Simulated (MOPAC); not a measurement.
MOPAC input (PM7):

```
PM7 FORCE THERMO(298,298) PRECISE LET UHF MS=0.5 GEO-OK AUX(PRECISION=9) THREADS=1
C2H3O

O     1.07700128 1    0.24122980 1   -0.42650112 1
C     0.05687339 1    0.37847093 1    0.22557220 1
H    -0.05566417 1    1.25328680 1    0.88066867 1
C    -1.01434565 1   -0.58778359 1    0.15708435 1
H    -1.91408005 1   -0.48028985 1    0.72300926 1
H    -0.93079701 1   -1.45079274 1   -0.47411845 1
```

Output:

```
 *******************************************************************************
 **                                                                           **
 **                              MOPAC v23.2.5                                **
 **                                                                           **
 *******************************************************************************
 ** MOPAC's Digital Object Identifier: https://doi.org/10.5281/zenodo.6511958 **
 **                                                                           **
 ** Please cite the open-source release paper for use of this MOPAC version:  **
 ** J. E. Moussa and J. J. P. Stewart (2026)                                  **
 ** MOPAC: An open-source semiempirical molecular orbital program             **
 ** J. Open Source Softw., 11(119), 8025, https://doi.org/10.21105/joss.08025 **
 *******************************************************************************

                              PM7 CALCULATION RESULTS

 *******************************************************************************
 *  PM7        - The PM7 Hamiltonian to be used
 *  GEO-OK     - OVERRIDE INTERATOMIC DISTANCE AND OTHER SAFETY CHECKS
 *  UHF        - UNRESTRICTED HARTREE-FOCK CALCULATION
 *  MS=        - IN MECI, MAGNETIC COMPONENT OF SPIN =  0.5
 *  LET        - OVERRIDE SOME SAFETY CHECKS
 *  PRECISE    - TIGHTER CRITERIA TO BE USED
 *  FORCE      - FORCE CALCULATION SPECIFIED
 *  AUX        - OUTPUT AUXILIARY INFORMATION
 *  THERMO     - THERMODYNAMIC QUANTITIES TO BE CALCULATED
 *******************************************************************************
PM7 FORCE THERMO(298,298) PRECISE LET UHF MS=0.5 GEO-OK AUX(PRECISION=9) THREADS=1
 C2H3O

   ATOM   CHEMICAL          X               Y               Z
  NUMBER   SYMBOL      (ANGSTROMS)     (ANGSTROMS)     (ANGSTROMS)

     1       O          1.07700128  *   0.24122980  *  -0.42650112  *
     2       C          0.05687339  *   0.37847093  *   0.22557220  *
     3       H         -0.05566417  *   1.25328680  *   0.88066867  *
     4       C         -1.01434565  *  -0.58778359  *   0.15708435  *
     5       H         -1.91408005  *  -0.48028985  *   0.72300926  *
     6       H         -0.93079701  *  -1.45079274  *  -0.47411845  *

          CARTESIAN COORDINATES

    NO.       ATOM           X           Y           Z

     1         O          1.0770      0.2412     -0.4265
     2         C          0.0569      0.3785      0.2256
     3         H         -0.0557      1.2533      0.8807
     4         C         -1.0143     -0.5878      0.1571
     5         H         -1.9141     -0.4803      0.7230
     6         H         -0.9308     -1.4508     -0.4741

 General Reference for PM7:
 "Optimization of Parameters for Semiempirical Methods VI: More Modifications to the
 NDDO Approximations and Re-optimization of Parameters", J. J. P. Stewart, J. Mol. Mod., 1:32, 19 (2013)
 https://link.springer.com/article/10.1007/s00894-012-1667-x

           Empirical Formula: C2 H3 O  =     6 atoms

      MOLECULAR POINT GROUP   :   Cs

          UHF CALCULATION, NO. OF ALPHA ELECTRONS =    9
[...]
 TRAVEL (Ang.)       0.2472         O 1 -- C 2          +7.7% ( 29.0%)      2.2%
 REDUCED MASS        0.8470         C 4 -- H 5          +1.6% ( 13.4%)     44.8%
 EFFECTIVE MASS      2.7392
 FORCE CONSTANT      0.8467

 VIBRATION          8    5A'         ATOM PAIR     ENERGY CONTRIBUTION    RADIAL
 FREQUENCY          1360.49         C 4 -- H 6         +44.1% ( 66.7%)      2.0%
 TRANSITION DIPOLE   0.6035         C 4 -- H 5         +40.1% ( 63.6%)      3.2%
 TRAVEL (Ang.)       0.2746         C 2 -- C 4         +13.7% ( 37.1%)     99.6%
 REDUCED MASS        0.6571         C 2 -- H 3          +1.2% ( 11.1%)      5.3%
 EFFECTIVE MASS      2.7024
 FORCE CONSTANT      0.7166

 VIBRATION          9    6A'         ATOM PAIR     ENERGY CONTRIBUTION    RADIAL
 FREQUENCY          1715.91         O 1 -- C 2         +57.8% ( 99.3%)    100.0%
 TRANSITION DIPOLE   1.9263         C 2 -- C 4         +21.2% ( 60.2%)     22.9%
 TRAVEL (Ang.)       0.0772         C 2 -- H 3         +20.5% ( 59.1%)     15.0%
 REDUCED MASS        6.5932         C 4 -- H 5          +0.5% (  8.8%)     16.7%
 EFFECTIVE MASS     13.4376
 FORCE CONSTANT     11.4376

 VIBRATION         10    7A'         ATOM PAIR     ENERGY CONTRIBUTION    RADIAL
 FREQUENCY          2661.11         C 2 -- H 3         +94.5% ( 98.4%)    100.0%
 TRANSITION DIPOLE   0.1340         C 4 -- H 6          +2.7% ( 16.7%)     98.8%
 TRAVEL (Ang.)       0.1702         C 2 -- C 4          +1.1% ( 10.7%)     16.1%
 REDUCED MASS        0.8746         O 1 -- C 2          +1.0% ( 10.1%)     23.8%
 EFFECTIVE MASS      1.3685
 FORCE CONSTANT      3.6491

 VIBRATION         11    8A'         ATOM PAIR     ENERGY CONTRIBUTION    RADIAL
 FREQUENCY          2724.16         C 4 -- H 6         +52.2% ( 74.4%)     98.8%
 TRANSITION DIPOLE   0.7837         C 4 -- H 5         +44.0% ( 68.3%)     98.0%
 TRAVEL (Ang.)       0.2241         C 2 -- H 3          +2.7% ( 16.9%)    100.0%
 REDUCED MASS        0.4931         C 2 -- C 4          +1.1% ( 10.8%)      0.4%
 EFFECTIVE MASS      1.5468
 FORCE CONSTANT      2.1559

 VIBRATION         12    9A'         ATOM PAIR     ENERGY CONTRIBUTION    RADIAL
 FREQUENCY          2772.47         C 4 -- H 5         +55.1% ( 72.8%)     96.9%
 TRANSITION DIPOLE   0.6761         C 4 -- H 6         +44.1% ( 65.1%)     95.1%
 TRAVEL (Ang.)       0.2239         C 2 -- C 4          +0.5% (  6.9%)     99.5%
 REDUCED MASS        0.4851         C 2 -- H 3          +0.3% (  5.1%)     69.6%
 EFFECTIVE MASS      1.2226
 FORCE CONSTANT      2.1970

      SYMMETRY NUMBER FOR POINT-GROUP Cs  =  1

          SYSTEM IS A GROUND STATE

 C2H3O

          MOLECULE IS NOT LINEAR

          THERE ARE 12 GENUINE VIBRATIONS IN THIS SYSTEM
          THIS THERMODYNAMICS CALCULATION IS LIMITED TO
          MOLECULES WHICH HAVE NO INTERNAL ROTATIONS

                    CALCULATED THERMODYNAMIC PROPERTIES
                                          *
   TEMP. (K)   PARTITION FUNCTION   H.O.F.    ENTHALPY  HEAT CAPACITY ENTROPY
                                   KCAL/MOL   CAL/MOLE    CAL/K/MOL  CAL/K/MOL

 298.00  VIB.     0.2079D+01                   642.9418     5.0123     3.6115
         ROT.     0.1001D+05                   888.2803     2.9808    21.2856
         INT.     0.2081D+05                  1531.2221     7.9931    24.8970
         TRA.     0.2730D+27                  1480.4672     4.9680    37.2032
         TOT.                       -3.214    3011.6893    12.9612    62.1002

   *: NOTE: HEATS OF FORMATION ARE RELATIVE TO THE
            ELEMENTS IN THEIR STANDARD STATE AT 298K
              (=  Standard Enthalpy of Formation).

            Hvib:  Zero-point energy is not included.
                   frequencies of less than zero cm-1 are not included.
            Hrot = (3/2)RT
            Htra = (3/2)RT + pV = (5/2)RT

            Heat capacity is Cp, not Cv

          For more information, see: HTTP://OpenMOPAC.net/Manual/thermochemistry.html

           FORCE CONSTANT IN CARTESIAN COORDINATES (Millidynes/A)

    ATOM   CHEMICAL       X               Y               Z
   NUMBER   SYMBOL  FORCE CONSTANT  FORCE CONSTANT  FORCE CONSTANT

      1       O       12.951953        1.007358        0.257545
      2       C       13.248646        7.861377        2.268912
      3       H        1.679217        3.213523        0.302168
      4       C        7.396767        7.808706        1.505159
      5       H        4.203661        0.726888        0.171240
      6       H        1.390697        3.535818        0.183894

 **********************
 *                    *
 * JOB ENDED NORMALLY *
 *                    *
 **********************

 == MOPAC DONE ==
```
